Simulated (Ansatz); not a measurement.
# Al2P (doublet): from Hartree-Fock to the top rungs, def2-TZVPP

One table from this session's results is given with a row withheld; the runs are named, their logs left out.

The runs use Ansatz 0.2.0, Gaussian basis; def2-TZVPP, core rule «outside noble gas», up to 15 orbitals frozen.

Plan: UHF; ROHF; CCSD(T) on UHF.

## What is computed

The geometry is a PBE0/def2-TZVP stationary point (not a proven minimum) of the parent state, kept for this charge and spin.

3 atoms, charge 0, spin multiplicity 2.

Atoms are counted from 1 here; the program's logs count them from 0.

Bond lengths: Al1–P2 2.259 Å, Al1–Al3 2.665 Å, P2–Al3 2.259 Å. Angles: P2–Al1–Al3 53.9°, Al1–P2–Al3 72.3°, Al1–Al3–P2 53.9°.

Set-up of the first run:

The input, in.yaml:

```yaml
crystal:
  periodic: [false, false, false]
  atoms:
    - {symbol: Al, position_ang: [0.000000, -0.665301, -1.332700]}
    - {symbol: P, position_ang: [0.000000, 1.159099, 0.000000]}
    - {symbol: Al, position_ang: [0.000000, -0.665301, 1.332700]}
basis:
  gaussian: {orbitals: def2-TZVPP}
magnetization: {spin_polarized: true, initial_magnetization: 1}
hamiltonian: {xc: hf}
output: {orbitals: {seedname: orbitals}}
```

Launch:

```bash
$ ansatz run in.yaml --threads 1 --pin off --events-out ev --progress --plain --max-ram 4096MiB --backend cpu
```

Steps of the session up to this table: UHF; ROHF; CCSD(T) on UHF.

One of the session's tables, all rows but one given; the rest of the session is left out.

```
  method  from UCCSD(T) (kJ/mol)
    ROHF                       ?
     UHF                  +792.8
    UMP2                  +142.0
   UCCSD                   +61.1
UCCSD(T)                       0
```

Estimate the missing values for ROHF.

As computed: from UCCSD(T) (kJ/mol): +827.1. In the column «from UCCSD(T) (kJ/mol)» it is the highest.
